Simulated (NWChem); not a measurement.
Species: CH cation, singlet

```xyz
2

C      0.0000     0.0000    -0.1416
H      0.0000     0.0000     0.9988
```
Atoms are numbered in this order, from 1.

Low-valent species are run as closed-shell singlets; no triplet was tried in these runs. Geometry: optimised at PBE0-D3(BJ)/def2-TZVP.

List the 4 lowest vertical singlet excitations from PBE/def2-TZVPD, TDA (NWChem).


| state | energy (eV) | oscillator strength | leading excitation (squared amplitude) |
|---|---|---|---|
| S1 | 3.04 | 0.010 | HOMO → LUMO+1 (0.95) |
| S2 | 3.04 | 0.010 | HOMO → LUMO (0.95) |
| S3 | 12.26 | 0.296 | HOMO → LUMO+2 (0.87) |
| S4 | 13.36 | 0.195 | HOMO−1 → LUMO+1 (0.83) |
